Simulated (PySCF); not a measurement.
## Potential energy of NaO along the bond

Set-up: basis Na pcseg-1, O pcseg-1; no relativity; PySCF 2.14. Energies in eV from Na + O in their ground configurations at the same level. State: ²Π (doublet), unpaired electrons π ↑.

All columns are PBE0. A positive dipole means Na(−)O(+).

```
R (Å)  E (eV)  μ (D)  Mulliken charge on Na (basis-dependent)  HOMO (eV)  LUMO (eV)  Mayer bond order  ⟨S²⟩
1.773  -1.820  -6.77                                     0.73      -4.97      -1.25              0.49  0.76
1.856  -2.131  -7.01                                     0.72      -4.85      -1.32              0.51  0.76
1.938  -2.298  -7.24                                     0.71      -4.72      -1.38              0.53  0.76
2.000  -2.355  -7.41                                     0.70      -4.64      -1.43              0.55  0.76
2.062  -2.370  -7.58                                     0.69      -4.56      -1.48              0.57  0.76
2.124  -2.352  -7.74                                     0.68      -4.49      -1.53              0.58  0.76
2.206  -2.293  -7.95                                     0.67      -4.40      -1.60              0.60  0.77
2.309  -2.179  -8.18                                     0.65      -4.32      -1.68              0.62  0.77
2.433  -2.011  -8.41                                     0.63      -4.25      -1.78              0.64  0.79
2.598  -1.767  -8.56                                     0.60      -4.26      -1.90              0.65  0.83
```

A fit through these points gives, at Re = 2.056 Å, μ = -7.57 D and dμ/dR = -2.65 D/Å; the reduced mass is 9.432 u.

Task: How strong is the fundamental in the double-harmonic approximation, I = 42.26·(dμ/dR)²/μred km/mol?

Result: I = 42.26·(-2.65)²/9.432 = 31.5 km/mol at PBE0.

The state is the lowest determinant that a PBE0 search found; another state may lie lower at other levels.
